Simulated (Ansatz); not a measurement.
# C₂HSi (doublet): the correlation ladder, cc-pVDZ

The task here is to estimate one member of a computed series from the others.

Computed with Ansatz 0.2.0, Gaussian basis. Level: cc-pVDZ, core rule «outside noble gas», up to 7 orbitals frozen.

The runs, in order: UHF; CCSD(T) on ROHF; CCSD(T) on UHF; BCCD(T) on ROHF; CISD as a restricted active space (open shells left free, so some higher excitations enter); CCSDT(Q) on ROHF; CCSDT(Q) on UHF; CASSCF and MRCISD+Q, 9 electrons in 9 orbitals; CASSCF and NEVPT2, 9 electrons in 9 orbitals.

24 further runs of the same task are left out: 5 that didn't finish, 19 set aside as unsound or not needed. Runs told in other sessions of the task aren't counted.

## What is computed

The geometry is a PBE0/def2-TZVP stationary point (not a proven minimum).

4 atoms, charge 0, spin multiplicity 2.

Atoms are counted from 1 here; the program's logs count them from 0.

Bond lengths: C1–C2 1.222 Å, C1–H4 1.067 Å, C2–Si3 1.799 Å. Angles: C2–C1–H4 180.0°, C1–C2–Si3 180.0°.

Set-up of the first run:

File in.yaml:

```yaml
crystal:
  periodic: [false, false, false]
  atoms:
    - {symbol: C, position_ang: [0.000000, 0.000000, 0.794175]}
    - {symbol: C, position_ang: [0.000000, 0.000000, -0.427825]}
    - {symbol: Si, position_ang: [0.000000, 0.000000, -2.227125]}
    - {symbol: H, position_ang: [0.000000, 0.000000, 1.860775]}
basis:
  gaussian: {orbitals: cc-pVDZ}
magnetization: {spin_polarized: true, initial_magnetization: 1}
hamiltonian: {xc: hf}
output: {orbitals: {seedname: orbitals}}
```

Command:

```console
> ansatz run in.yaml --threads 1 --pin off --events-out ev --progress --plain --max-ram 2393MiB
```

Steps of the session up to this table: UHF; CCSD(T) on ROHF; CCSD(T) on UHF; BCCD(T) on ROHF; CISD as a restricted active space (open shells left free, so some higher excitations enter); CCSDT(Q) on ROHF; CCSDT(Q) on UHF; CASSCF and MRCISD+Q, 9 electrons in 9 orbitals; CASSCF and NEVPT2, 9 electrons in 9 orbitals.

One table of the session follows, with a row left open; its other results are not shown here.

```
           method  from UCCSDT(Q) (meV)
             ROHF               +9710.1
              UHF               +9491.3
             RMP2               +1213.9
             UMP2               +1504.7
             CISD               +1515.0
            RCCSD                +492.3
            UCCSD                +485.9
         RCCSD(T)                 +64.4
         UCCSD(T)                 +75.3
          BCCD(T)                 +63.7
           RCCSDT                 +42.4
           UCCSDT                 +40.9
        RCCSDT(Q)                  +0.6
        UCCSDT(Q)                     0
  CASSCF frontier                     ?
  MRCISD frontier                +674.3
MRCISD+Q frontier                 +73.4
```

**Question.** Estimate the row for CASSCF frontier.

As computed: from UCCSDT(Q) (meV): +6369.5. In the column «from UCCSDT(Q) (meV)» it lies between CISD (+1515.0) and UHF (+9491.3).

Not comparable, so not listed: CASSCF and NEVPT2, 9 electrons in 9 orbitals (they don't share determinant, frozen orbitals or solution with the rows shown, or repeat one).

Limits of these values: Restricted and unrestricted rows rest on different reference determinants; a gap between their highest levels can come from leftover correlation error, from unlike frozen cores or from another state. Warnings in the runs' records: passed over end.
